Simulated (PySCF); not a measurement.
Homolysis of single bonds, series NC-X. Gas-phase values, no solvent. Strings in code marks are SMILES.

The four lowest singlet excitations (Tamm–Dancoff). All values below come from PBE-D3(BJ)/def2-TZVP run with PySCF. Excitations are Tamm–Dancoff values on a coarser integration grid. The basis has no diffuse functions, so Rydberg states are missing or too high.

```
state  energy (eV)  wavelength (nm)  oscillator strength
-----  -----------  ---------------  -------------------
S1            4.06              305                0.000
S2            4.96              250                0.007
S3            5.88              211                0.000
S4            6.01              206                0.083
```

### Question
Identify which member gives these states.
A. `CCC#N`
B. `C=CC#N`
C. `BC#N`
D. `C#N`

### Answer
C, `BC#N`
